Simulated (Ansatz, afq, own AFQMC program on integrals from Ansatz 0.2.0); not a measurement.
**BH3⁺, doublet: AFQMC among the cluster methods**

```xyz
4

B     0.0000   -0.0425    0.1306
H     0.0000    1.2583   -1.7808
H     0.0000   -0.0425    1.3048
H     0.0000   -0.7603   -0.9242
```

Basis cc-pVDZ. Noble-gas cores (and the filled d shells of Ga–Kr and In–Xe) are frozen. AFQMC by an in-house program on the Cholesky factors that Ansatz 0.2.0 writes for its CCSD(T) run. ph-AFQMC/CISD is guided by a CISD state made of CCSD amplitudes; releasing the constraint for a short imaginary time cuts its bias at the price of noise, slowly where states lie close. ± is one standard error of the sampling.

Determinant: UHF, the one that the program's search chose, which needn't be the lowest solution. The geometry is a point of a scan.

Full CI on the same integrals is exact in this basis and with this determinant's frozen core.

The T1 diagnostic is 0.0135. The weight of the determinant in the CISD state is 0.953, the ⟨S²⟩ of the determinant is 0.755 and the size of the correlated space is 5 electrons in 28 orbitals.

Reference: full CI, correlation energy -2.166 eV. The released energy is read at 1.50 1/Eh (meV from the phaseless value at times in 1/Eh: -2 ± 3 at 0.24, -7 ± 3 at 0.50, -6.5 ± 2.3 at 1.00, -7.8 ± 2.1 at 1.50).

```tsv
level	E − E(reference) (kJ/mol)	share of correlation (%)
HF	209.0	0.00
MP2	54.5	73.91
CCSD	3.4	98.40
CCSD(T)	1.0	99.53
CCSDT	0.1	99.97
CCSDT(Q)	0.0	99.99
ph-AFQMC/CISD	0.2 ± 0.2	99.91
released AFQMC	-0.6 ± 0.2	100.27
```

CCSDT and higher add their correlation energy to the determinant of the CCSD(T) run, since their own runs factorise the integrals more tightly (a shift of under 2 meV). A walk keeps the symmetry of its determinant, which the program's search chose and which needn't be the lowest solution, so a lower state of the same spin and another symmetry isn't excluded. Released energies are given only where the last usable release times agree within the noise; a slower fall can still hide under it.
